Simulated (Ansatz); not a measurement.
# SiN2H (doublet): wave-function methods side by side, def2-QZVPP

One table from this session's results is given with a row withheld; the runs are named, their logs left out.

Computed with Ansatz 0.2.0, Gaussian basis. Level: def2-QZVPP, core rule «outside noble gas», up to 7 orbitals frozen.

The runs, in order: UHF; ROHF; CCSD(T) on UHF.

2 further runs of the same task are left out: 2 set aside as unsound or not needed.

### The system

The geometry is a PBE0/def2-TZVP stationary point (not a proven minimum).

4 atoms, charge 0, spin multiplicity 2.

Atoms are counted from 1 here; the program's logs count them from 0.

Bond lengths: Si1–N2 1.658 Å, Si1–N3 1.658 Å, Si1–H4 1.472 Å, N2–N3 1.546 Å. Angles: N2–Si1–N3 55.6°, N2–Si1–H4 152.2°, N3–Si1–H4 152.2°, Si1–N2–N3 62.2°, Si1–N3–N2 62.2°.

The first run:

in.yaml reads:

```yaml
crystal:
  periodic: [false, false, false]
  atoms:
    - {symbol: Si, position_ang: [0.000000, 0.000000, 0.693477]}
    - {symbol: N, position_ang: [0.000000, -0.773207, -0.773173]}
    - {symbol: N, position_ang: [0.000000, 0.773207, -0.773173]}
    - {symbol: H, position_ang: [0.000000, 0.000000, 2.165363]}
basis:
  gaussian: {orbitals: "def2-QZVPP.json"}
magnetization: {spin_polarized: true, initial_magnetization: 1}
hamiltonian: {xc: hf}
output: {orbitals: {seedname: orbitals}}
```

Command:

```sh
$ ansatz run in.yaml --threads 1 --pin off --events-out ev --progress --plain --max-ram 2393MiB
```

Among the steps run: UHF; ROHF; CCSD(T) on UHF.

One of the session's tables, all rows but one given; the rest of the session is left out.

```
  method  from UCCSD(T) (kcal/mol)
    ROHF                   +367.06
     UHF                   +352.13
    UMP2                    +33.07
   UCCSD                         ?
UCCSD(T)                         0
```

Estimate the missing values for UCCSD.

**Answer.** from UCCSD(T) (kcal/mol): +20.58. In the column «from UCCSD(T) (kcal/mol)» it lies between UCCSD(T) (0) and UMP2 (+33.07).
